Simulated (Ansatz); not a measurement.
## A reaction path, image by image

AlH₃S₂, closed shell, from AlH₃S₂ ([SH][AlH][SH]) to AlH₃S₂ ([S][AlH][SH2]); PBE0-D4/def2-SVP (Ansatz 0.2.0). Settings:

```yaml
hamiltonian: {xc: pbe0, dispersion: d4}
neb:
  images: 5
  climbing: true
  max_iterations: 40
  initial_path: idpp
```

First end:

```xyz
6
angstrom
Al -0.7722 0.3516 -0.0228
S 0.7989 1.3339 1.1278
S -0.4265 -1.5034 -1.1167
H 0.8665 -1.5997 -0.7645
H -2.2028 1.0030 -0.0652
H 1.7362 0.4148 0.8415
```

Second end:

```csv
atom,x (Å),y (Å),z (Å)
Al1,-1.2053,0.0432,-0.2599
S2,1.2440,0.6157,0.1140
S3,-1.1448,-1.3499,-1.7287
H4,1.5465,-0.6162,-0.3340
H5,-1.8793,0.9989,0.7983
H6,1.4389,0.3085,1.4103
```

The ends were relaxed with PBE0-D4 in triple zeta, so they are not quite minima here (largest force components 0.21 and 0.25 eV/Å).

Energies along the converged band: It took 12 iterations. Path lengths are measured after rigid turns and shifts between images are taken out.
```json
{"image": "0", "path length (Å)": "0.00", "energy (eV)": "0.000"}
{"image": "1", "path length (Å)": "0.50", "energy (eV)": "0.031"}
{"image": "2", "path length (Å)": "1.00", "energy (eV)": "0.150"}
{"image": "3", "path length (Å)": "1.50", "energy (eV)": "0.422"}
{"image": "4", "path length (Å)": "1.99", "energy (eV)": "1.222"}
{"image": "5 (climbing)", "path length (Å)": "2.49", "energy (eV)": "1.626"}
{"image": "6", "path length (Å)": "3.44", "energy (eV)": "1.627"}
```
Energies count from the first end.

The images between the ends:
Image 1:
```xyz
6
angstrom
Al -0.7789 0.3533 -0.0035
S 0.9181 1.3663 0.9395
S -0.4481 -1.5280 -1.0652
H 0.8969 -1.3997 -1.0229
H -2.2234 0.9785 0.0743
H 1.6356 0.2297 1.0779
```

Image 2:
```xyz
6
angstrom
Al -0.7831 0.3319 -0.0004
S 1.0950 1.2792 0.6565
S -0.4582 -1.5040 -1.1263
H 0.8565 -1.1826 -1.0850
H -2.2050 0.9425 0.3017
H 1.4948 0.1332 1.2535
```

Image 3:
```xyz
6
angstrom
Al -0.8377 0.2671 -0.0131
S 1.2114 1.0576 0.4216
S -0.4441 -1.4565 -1.2579
H 0.7853 -0.8992 -0.9977
H -2.1536 0.9541 0.5203
H 1.4386 0.0770 1.3270
```

Image 4:
```xyz
6
angstrom
Al -0.9743 0.1750 -0.0612
S 1.2619 0.8284 0.2713
S -0.4815 -1.3973 -1.3698
H 0.8179 -0.5830 -0.8281
H -2.0898 0.9979 0.6836
H 1.4659 -0.0208 1.3043
```

Image 5:
```xyz
6
angstrom
Al -1.1139 0.0975 -0.1258
S 1.3028 0.7285 0.2353
S -0.7150 -1.3839 -1.4845
H 1.0731 -0.3325 -0.6850
H -2.0351 1.0030 0.7805
H 1.4881 -0.1125 1.2796
```

The band counts as converged below 0.05 eV/Å. The run took about 74 s on 2 CPU threads of an Arm Neoverse V2 (shared host).
